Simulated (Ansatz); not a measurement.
# H5NSSi, SMILES N[SiH2]S: vertical and adiabatic energies of changing the electron count

Computed with the Python package of Ansatz (0.2.0).

Run as a notebook:

**Cell 1**
```python
import itertools
import warnings

import ansatz as az
from ase import Atoms
from ase.data import atomic_numbers, covalent_radii
import numpy as np
```

**Cell 2**
```python
warnings.simplefilter('ignore', az.DeckWarning)

atoms = Atoms(['N', 'Si', 'S', 'H', 'H', 'H', 'H', 'H'], positions=[
    [-0.6334, 0.568, -1.1402],
    [0.5101, 0.1707, -0.0377],
    [-0.5314, -1.1022, 1.3131],
    [-0.9938, -0.2276, -1.5564],
    [-1.448, 1.0322, -0.6576],
    [0.9899, 1.402, 0.6547],
    [1.602, -0.568, -0.738],
    [0.5966, -1.3322, 2.1062],
])
geometry = az.Crystal.molecule_from_ase(atoms)
```

**Cell 3**
```python
calculation = (
    geometry.calculation()
    .basis(gaussian='6-31G*')
    .functional('cam_b3lyp')
)
symbols = [site.symbol for site in geometry.cartesian_sites]
start = np.array([site.position_ang for site in geometry.cartesian_sites], dtype=float)
rep = calculation.relax(force_tolerance=0.01, max_steps=100).run(threads=1).report
end = np.array(rep['positions_ang'])

minimum = az.Crystal.molecule()
for symbol, place in zip(symbols, end):
    minimum = minimum.atom(symbol, place.tolist())
ion = (
    minimum.calculation()
    .basis(gaussian='6-31G*')
    .functional('cam_b3lyp')
    .charge(1)
    .spin('collinear', total=1)
)
vertical = ion.run(threads=1).report
settled = ion.relax(force_tolerance=0.01, max_steps=80).run(threads=1).report
print(f'vertical ionisation energy   {vertical["free_energy_ev"] - rep["free_energy_ev"]:.3f} eV')
print(f'adiabatic, no zero point     {settled["free_energy_ev"] - rep["free_energy_ev"]:.3f} eV')
print(f'relaxation energy of the ion {vertical["free_energy_ev"] - settled["free_energy_ev"]:.3f} eV')
ionised = np.array(settled['positions_ang'])
# pairs closer than 1.2 times the sum of covalent radii, before or after
radius = [covalent_radii[atomic_numbers[s]] for s in symbols]
span = lambda where, i, j: np.linalg.norm(where[i] - where[j])
bonded = [(i, j) for i, j in itertools.combinations(range(len(symbols)), 2) if min(span(end, i, j), span(ionised, i, j)) < 1.2 * (radius[i] + radius[j])]
print('pair        before    after (A)')
for i, j in bonded:
    print(f'{symbols[i]}{i}-{symbols[j]}{j}'.ljust(10), f'{span(end, i, j):8.4f} {span(ionised, i, j):8.4f}')
```
Output:
```text
vertical ionisation energy   9.405 eV
adiabatic, no zero point     8.925 eV
relaxation energy of the ion 0.480 eV
pair        before    after (A)
N0-Si1       1.7127   1.7505
N0-H3        1.0101   1.0191
N0-H4        1.0109   1.0187
Si1-S2       2.1634   2.1875
Si1-H5       1.4824   1.4652
Si1-H6       1.4808   1.4643
S2-H7        1.3458   1.3499
```

The energies are electronic: no zero-point or thermal terms, and the basis set is short of its limit. The product may relax into another structure. The relaxation finds the nearest minimum, so the adiabatic value is an upper bound. The whole script took 2.3 min on 1 thread of Arm Neoverse V1 (shared host), peak memory 0.26 GiB.

(Lines on the test bed's own set-up are left out of the output.)
